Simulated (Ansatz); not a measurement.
Compare A (`C=C(O)C=N`) with its isomer B (`N=CC1CO1`).

Program: Ansatz. Geometries: PBE0-D4/def2-TZVP. ΔE: electronic, gas phase. CBS: MP2 limit from def2 TZ/QZ plus the TZ coupled-cluster correction, frozen cores. Functionals use def2-TZVPP. B3LYP here is the variant with VWN-RPA as its local correlation; programs differ in this. One conformer a species, not always the lowest.

(1) Which isomer does CCSD(T)/CBS put lower? Give the gap. (Best estimate.)

(2) Give E(B) − E(A) in kJ/mol with HF/def2-TZVPP, PBE0-D4, B3LYP, CCSD(T)/def2-TZVPP, B3LYP-D4, r2SCAN-D4, BLYP-D4. (An estimate is asked.)

(3) Does the order hold for the free energy at 298.15 K (harmonic terms from PBE0-D4)? (Estimate.)

Largest T1 diagnostic: 0.013.

Answers

(1) The calculation gave: A, by 99.2 kJ/mol.

(2) The calculation gave: HF/def2-TZVPP 96.1, PBE0-D4 93.5, B3LYP 104.8, CCSD(T)/def2-TZVPP 96.2, B3LYP-D4 107.0, r2SCAN-D4 100.6, BLYP-D4 111.6. None reverses the order clearly.

(3) The calculation gave: Yes: G(B) − G(A) = +98.9 kJ/mol, for one conformer each.

Leaving LDA and LC-ωPBE aside and taking each functional with its dispersion term where it has one, the values, not all of them listed here, spread over 28.8 kJ/mol, from ωB97X-V to BLYP-D4. LDA lies +10.4 kJ/mol from PBE without D4. From BLYP to BHLYP (50 % exact exchange), in def2-TZVPP and without D4, E(B) − E(A) moves by −6.9 kJ/mol.
